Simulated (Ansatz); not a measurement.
Results of r²SCAN (plane waves, PAW; Ansatz, a first-principles code) for diamond-structure Ge.

Run with plane-wave cutoff 560 eV, 10×10×10 k mesh, Fermi–Dirac smearing 0.01 eV, scalar-relativistic PAW data made under PBE.

Response to compression and expansion:

| V (Å³/atom) | P (GPa) | smallest gap on the k mesh (eV) |
|---|---|---|
| 21.472 | 5.11 | 0.650 |
| 21.929 | 3.21 | 0.575 |
| 22.386 | 1.51 | 0.504 |
| 22.842 | 0.00 | 0.357 |
| 23.299 | -1.35 | 0.166 |
| 23.756 | -2.49 | 0.000 |
| 24.213 | -3.56 | 0.000 |

Measured, for comparison: band gap 0.79 eV (measured zero-point renormalisation of 52 meV added back; as tabulated in Miglio et al. (2020), arXiv:2011.12765).

Spin–orbit coupling is not included.
